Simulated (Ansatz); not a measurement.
Reaction (SMILES): [SiH3] (SiH3) → 3 H atom + Si atom
B3LYP-D3(BJ)/def2-TZVP geometries, fixed; electronic energies without zero-point terms.

Core correlation in the atomisation energy at CCSD(T) with Ansatz (a program for electronic structure), in kcal/mol: frozen core against 1s of Al to Cl frozen alone. Core-valence sets carry the plain set on hydrogen. Open shells are unrestricted.

| basis | functions, most | frozen core | 1s of Al to Cl frozen alone | core term (second minus first) |
|---|---|---|---|---|
| cc-pV(D+d)Z | 38 | 212.93 | 213.36 | 0.43 |
| cc-pCVDZ | 42 | 210.73 | 210.80 | 0.07 |
| cc-pV(T+d)Z | 81 | 223.20 | 225.15 | 1.95 |
| cc-pCVTZ | 101 | 223.08 | 222.81 | -0.27 |
| cc-pwCVTZ | 101 | 223.66 | 223.28 | -0.39 |
| cc-pV(Q+d)Z | 154 | 226.73 | 229.04 | 2.30 |

The largest core-valence set, cc-pwCVTZ, gives a core term of -0.39 kcal/mol; the valence set cc-pV(Q+d)Z, which lacks functions for the core, gives 2.30.
